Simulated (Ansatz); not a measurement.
Geometry optimisation, RKS PBE-D4/def2-SVP in Ansatz 0.2.0.

Input file:

```yaml
crystal:
  periodic: [false, false, false]
  atoms:
    - { symbol: Al, position_ang: [0.0, 0.0, 0.0] }
    - { symbol: C, position_ang: [0.0, 0.0, 2.32] }
    - { symbol: H, position_ang: [-0.9996, -0.3092, 2.6905] }
    - { symbol: H, position_ang: [0.7676, -0.7111, 2.6905] }
    - { symbol: H, position_ang: [0.232, 1.0203, 2.6905] }
    - { symbol: Cl, position_ang: [1.9312, 0.0, -1.115] }
    - { symbol: H, position_ang: [-1.351, 0.0, -0.78] }
    - { symbol: H, position_ang: [-0.2382, -1.749, 0.5865] }
    - { symbol: H, position_ang: [-0.19, -1.3947, 1.5677] }
basis:
  gaussian: { orbitals: def2-SVP }
hamiltonian:
  xc: pbe
  dispersion: d4
relax:
  f_tol: 0.15
  max_steps: 25
  restrain:
    - { distance: [0, 7], at: 1.56, k: 30.0 }
    - { distance: [8, 1], at: 1.11, k: 30.0 }
    - { distance: [0, 1], at: 3.17, k: 30.0 }
    - { distance: [8, 7], at: 1.86, k: 30.0 }
output:
  orbitals: {}
```

Run as:

```bash
$ ansatz run input.yaml --threads 1 --pin off --max-ram 2048MiB --backend cpu --events-out ev --progress --plain --runs-dir out
```

Where does it end, and by what steps?

The run converged. The restraints hold the end off the free minimum. After 8 steps the energy has fallen by 1.956 eV (the restraints' own energy left out); Al1 moved furthest, 0.77 Å. Joined: C2–H9 (1.60 → 1.12 Å).

```
step  energy less start (eV)  largest force component (eV/Å)  accepted
   0                  0.0000                           3.446       yes
   1                  0.9515                           2.848       yes
   2                  0.8913                           2.643       yes
   3                 -0.1482                           2.374       yes
   4                 -1.4998                           1.057       yes
   5                 -1.9238                           0.487       yes
   6                 -1.9458                           0.462       yes
   7                 -1.9609                           0.522        no
   8                 -1.9564                           0.440       yes
```

```xyz
9
Properties=species:S:1:pos:R:3
Al -0.071 -0.534 -0.549
C -0.031 -0.241 2.604
H -1.007 -0.243 3.127
H 0.758 -0.636 3.273
H 0.229 0.794 2.298
Cl 1.841 0.206 -1.101
H -1.332 0.376 -0.875
H -0.137 -1.937 0.149
H -0.097 -0.928 1.726
```

The run took 24 s on 1 thread of Arm Neoverse V1 (shared host), peak memory 0.14 GiB.
